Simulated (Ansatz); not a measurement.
Ideal-gas functions of CH$_{4}$NO$_{2}$P, SMILES `OC(O)=NP` at 500 K and 1 bar, from an Ansatz frequency run at PBE0-D4/def2-TZVP.

Molar mass 93.02 g/mol, point group Cs (symmetry number 1), electronic degeneracy 1, moments of inertia 48.161, 198.086, 241.922 u Å². Harmonic wavenumbers (cm⁻¹, unscaled): 157, 193, 233, 465, 574, 604, 657, 779, 809, 878, 907, 1049, 1122, 1220, 1320, 1500, 1725, 2404, 2406, 3619, 3813.

Use S(trans) = R[1.5 ln M + 2.5 ln T − 1.1517]; rotational temperatures θ = 24.2544 K / I; S(rot) = R[ln(√π/σ · √(T³/θAθBθC)) + 1.5]; for each mode x = 1.438777 ν̃/T, S = R[x/(eˣ − 1) − ln(1 − e⁻ˣ)] and H = RT x/(eˣ − 1); 1 cm⁻¹ = 0.0119627 kJ/mol; R = 8.31446 J/(mol·K).

Problem. By hand: the entropy, in J/(mol·K).

Solution. Translation 176.1. Rotation: θ = 0.5036, 0.1224, 0.1003 K, giving 115.9. Vibration, mode by mode: 14.99, 13.31, 11.79, 6.49, 5.03, 4.69, 4.16, 3.15, 2.94, 2.52, 2.36, 1.71, 1.44, 1.15, 0.91, 0.60, 0.35, 0.07, 0.06, 0.00, 0.00, in all 77.7. Electronic 0.0. Sum 369.7 J/(mol·K).

Problem. By hand: H − E and G − E in kJ/mol, counted from the electronic energy.

Solution. Zero-point energy ½ × 26434 × 0.0119627 = 158.1; thermal vibration 22.2; translation, rotation and pV give 4 RT = 16.6. H − E = 196.9 kJ/mol, and G − E = 196.9 − 500 × 369.7/1000 = 12.1 kJ/mol.

Vibration gives 21 % of the entropy. The sum counts one conformer and one mirror image; others add a mixing term.
